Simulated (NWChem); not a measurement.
# carbon tetrachloride (CCl$_{4}$); SMILES ClC(Cl)(Cl)Cl

Computed with NWChem. Pople sets run with spherical d functions. Medium grid unless said otherwise, to which SCAN and Minnesota functionals are sensitive. The geometry was optimised at PBE-D3(BJ)/def2-SVP. Total energies of different functionals are on different scales.

```json
[
 {"level": "B3LYP/6-31G*", "energy (Ha)": "-1878.8402", "highest occupied level (eV)": "-8.82", "orbital gap (eV)": "6.77"},
 {"level": "PBE/6-31G*", "energy (Ha)": "-1877.9979", "highest occupied level (eV)": "-7.66", "orbital gap (eV)": "4.78"},
 {"level": "TPSSh/6-31G*", "energy (Ha)": "-1878.8523", "highest occupied level (eV)": "(withheld)", "orbital gap (eV)": "(withheld)"},
 {"level": "B3PW91/6-31G*", "energy (Ha)": "-1878.6183", "highest occupied level (eV)": "-8.93", "orbital gap (eV)": "6.81"},
 {"level": "BHandHLYP/6-31G*", "energy (Ha)": "-1878.7630", "highest occupied level (eV)": "-10.48", "orbital gap (eV)": "9.81"},
 {"level": "MN15-L/6-31G*", "energy (Ha)": "-1878.5185", "highest occupied level (eV)": "-8.47", "orbital gap (eV)": "5.93"},
 {"level": "MPW1K/6-31G*", "energy (Ha)": "-1878.8639", "highest occupied level (eV)": "-10.29", "orbital gap (eV)": "9.13"},
 {"level": "LDA (Slater exchange, VWN5)/6-31G*", "energy (Ha)": "-1872.5244", "highest occupied level (eV)": "-7.76", "orbital gap (eV)": "4.75"}
]
```

Task: Complete the blanks.

Result: 
- TPSSh/6-31G*, highest occupied level (eV): -8.41
- TPSSh/6-31G*, orbital gap (eV): 6.00
